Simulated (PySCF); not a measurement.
Structure problem from calculated spectra and properties.

Formula: C4H7ClO.

- NMR, other nuclei: isotropic shieldings of nuclei other than C and H, by class: 318 (1 O), 759 (1 Cl) ppm [GIAO PBE0/pcSseg-1]
- Triplet: lowest triplet excitation (Tamm–Dancoff): 4.16 eV [TDA PBE0/def2-SVPD]
- 1H NMR: chemical shifts (computed TMS as zero) by class: 6.36 (1 H), 5.96 (1 H), 4.10 (2 H), 3.59 (3 H) ppm [GIAO PBE0/pcSseg-1]
- Rotational structure: rotational constants A, B, C: 12.352, 1.017, 0.951 GHz [GFN2-xTB]
- Polarisability: 70.4 au [PBE0/def2-SVPD]
- 13C NMR: chemical shifts (computed TMS as zero) by class: 136.6 (1 C), 131.0 (1 C), 76.1 (1 C), 61.4 (1 C) ppm [GIAO PBE0/pcSseg-1]

The electronic properties come from PySCF, for the isolated species, density fitting. Levels stand in brackets. Geometry: GFN2-xTB, one conformer, isolated molecule. NMR classes are plain means over equivalent atoms (diastereotopic ones count apart unless rotation or inversion swaps them), as if these changed places fast.

Question: Give a SMILES that accounts for the data.

Answer: Numbering: `[CH3:1][O:2][CH2:3]/[CH:4]=[CH:5]/[Cl:6]`. Its formula, C4H7ClO, gives 1 degree of unsaturation: 0 rings and 1 π bond in the structure found. 4 carbons fall into 4 classes; from least to most shielded: alkene CH carbon [C4] (136.6 ppm), vinylic C–Cl carbon [C5] (131.0 ppm), sp3 carbon bound to oxygen [C3] (76.1 ppm), methoxy carbon [C1] (61.4 ppm). Hydrogen classes from least to most shielded: 1 H on a vinylic C–Cl carbon, C5 (6.36 ppm), 1 H on an alkene CH carbon, C4 (5.96 ppm), 2 H on an sp3 carbon bound to oxygen, C3 (4.10 ppm), 3 H on a methoxy carbon, C1 (3.59 ppm, a mean of values up to 0.6 ppm apart in this geometry). The other shieldings belong to: 318 ppm, ether oxygen [O2]; 759 ppm, vinyl chlorine [Cl6]. The optimised geometry has point group Cs and is an asymmetric top. Structure: `COC/C=C/Cl`. Computed isomers that give other values at the same levels: `CC(C)C(=O)Cl` (13C chemical shifts (computed TMS as zero) by class: 188.5 (1 C), 49.2 (1 C), 21.6 (2 C) ppm); `CCCC(=O)Cl` (13C chemical shifts (computed TMS as zero) by class: 184.0 (1 C), 52.3 (1 C), 22.6 (1 C), 15.0 (1 C) ppm); `CO/C(C)=C\Cl` (rotational constant A: 4.137 GHz; this holds for the one conformer computed). The assignments are read from this structure; whether some other isomer fits the data as well wasn't checked.

Shape of the structure used: `[CH3:1][O:2][CH2:3]/[CH:4]=[CH:5]/[Cl:6]`: C1–O2–C3–C4 180°, O2–C3–C4–C5 0°.
